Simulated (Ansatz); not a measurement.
Cost and result for the atomization energy of C3H4O2S, SMILES `C#CS(C)(=O)=O` (10 atoms, 9 bonds).

```xyz
10

C    -1.247   -0.136    2.061
C    -0.565    0.232    1.145
S     0.416    0.788   -0.156
C     0.440   -0.624   -1.209
O     1.733    1.002    0.359
O    -0.293    1.842   -0.811
H    -1.851   -0.455    2.879
H     0.892   -1.459   -0.677
H     1.052   -0.340   -2.067
H    -0.578   -0.850   -1.525
```

Charge 0, multiplicity 1. All single points use the PBE0-D4/def2-TZVP geometry. Program: Ansatz. All runs use 4 threads of an Arm Neoverse V2 on a shared host. Times are those of one run each, without the atoms' runs, and a repeat can differ threefold. Electronic energies, without spin–orbit coupling; frozen cores. CCSD(T)/CBS adds CCSD(T) − MP2 in def2-TZVPP to the MP2 limit, and its time is that of the two runs behind it. T1 = 0.016. B3LYP takes the VWN-RPA correlation (the form of Gaussian; ORCA's B3LYP/G).

CCSD(T)/CBS is a level of theory with its own doubt, some kJ/mol a heavy atom from the limit and from the frozen cores, so smaller differences don't rank the functionals.

| level | functions | wall time |
| --- | --- | --- |
| revPBE-D4/def2-TZVPP | 253 | 1.8 s |
| BHLYP-D4/def2-TZVPP | 253 | 2.6 s |
| CAM-B3LYP-D4/def2-TZVPP | 253 | 2.8 s |
| r2SCAN-D4/def2-TZVPP (with forces) | 253 | 3.9 s |
| r2SCANh-D4/def2-TZVPP | 253 | 4 s |
| B3LYP-D4/def2-TZVPP (with forces) | 253 | 4.1 s |
| B2PLYP/def2-TZVPP | 253 | 4.8 s |
| PBE-QIDH/def2-TZVPP | 253 | 4.9 s |
| CCSD(T)/def2-SVP | 108 | 5.5 s |
| B97M-V/def2-TZVPP | 253 | 7.5 s |
| MP2/def2-QZVPP | 475 | 19 s |
| CCSD(T)/def2-TZVPP | 253 | 2.7 min |
| CCSD(T)/CBS(def2) | – | 3 min |

(1) What atomization energy does each give, and how far from CCSD(T)/CBS? (An estimate is asked.)

Answers

(1) Ansatz gave: 
```csv
level,atomization (kcal/mol),difference from CCSD(T)/CBS,per bond
revPBE-D4/def2-TZVPP,958.5,10.5,1.2
BHLYP-D4/def2-TZVPP,892.7,-55.3,-6.2
CAM-B3LYP-D4/def2-TZVPP,945.3,-2.7,-0.3
r2SCAN-D4/def2-TZVPP (with forces),956.8,8.8,1.0
r2SCANh-D4/def2-TZVPP,944.5,-3.5,-0.4
B3LYP-D4/def2-TZVPP (with forces),942.4,-5.6,-0.6
B2PLYP/def2-TZVPP,936.3,-11.7,-1.3
PBE-QIDH/def2-TZVPP,941.9,-6.1,-0.7
CCSD(T)/def2-SVP,846.1,-101.9,-11.3
B97M-V/def2-TZVPP,951.6,3.6,0.4
MP2/def2-QZVPP,974.7,26.7,3.0
CCSD(T)/def2-TZVPP,913.2,-34.8,-3.9
CCSD(T)/CBS(def2),948.0,0.0,0.0
```

From BLYP to BHLYP (50 % exact exchange), in def2-TZVPP and without D4, the atomization energy moves by −54.7 kcal/mol: exact exchange takes away binding that semilocal exchange gives to molecules. The D4 term adds +9.3 kcal/mol with B3LYP and +4.8 kcal/mol with PBE0; it sums over pairs of atoms, weighted by their polarisabilities, and B3LYP, whose exchange is more repulsive, gets the larger term. In def2-TZVPP, CCSD(T) changes the Hartree–Fock value by +295.8 kcal/mol (the triples alone add +24.5 kcal/mol) and MP2 by +336.3 kcal/mol; breaking electron pairs costs correlation energy, which Hartree–Fock lacks.
